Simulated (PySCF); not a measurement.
## Core binding energy against partial charge

Compound: C₄H₆Cl₂.
SMILES with atom numbers: `[CH3:1]/[CH:2]=[CH:3]/[CH:4]([Cl:5])[Cl:6]`

Binding energies: delta-SCF UKS SCAN, pcX-2 on the ionised atom, pcseg-1 elsewhere, spin-free X2C (PySCF). Charges: PBE0/pcSseg-1 ground-state density, for the ionised atom.

| atom | environment | C 1s (eV) | Mulliken (e) | IAO (e) | Hirshfeld (e) | ESP (e) |
| --- | --- | --- | --- | --- | --- | --- |
| C3 | alkene CH carbon | 290.87 | -0.046 | -0.168 | -0.074 | -0.261 |
| C2 | alkene CH carbon | 290.95 | -0.201 | -0.107 | -0.021 | +0.121 |
| C1 | allylic carbon | 291.25 | -0.231 | -0.416 | -0.107 | -0.493 |
| C4 | CHCl2 carbon | 293.79 | -0.239 | -0.086 | +0.034 | -0.404 |

Give the correlation coefficient and slope of binding energy on charge for each scheme.

Hirshfeld: r = 0.77, slope 17.3 eV per e; IAO: r = 0.38, slope 3.4 eV per e; ESP: r = -0.43, slope -2.2 eV per e; Mulliken: r = -0.52, slope -8.0 eV per e. Hirshfeld charges have the highest r, on only 4 points.

The point-charge model writes a binding energy as kq + V + constant, with V the potential of the other atoms' charges at the site. What does it give with the ESP charges?

V = Σ 14.40 eV Å × q/r over all other atoms: +2.26 eV at C3, -2.48 eV at C2, +6.87 eV at C1, +3.39 eV at C4. Fitting binding energy − V to q gives k = 11.6 eV per e and leaves an rms residual of 1.81 eV, against 1.09 eV for the fit on q alone. The model has no term for differences in relaxation between sites.

Isolated species at its PBE0-D3(BJ)/def2-SVP geometry (one conformer only).

Conformer computed: `[CH3:1]/[CH:2]=[CH:3]/[CH:4]([Cl:5])[Cl:6]`: C2–C3–C4–Cl5 -120°.
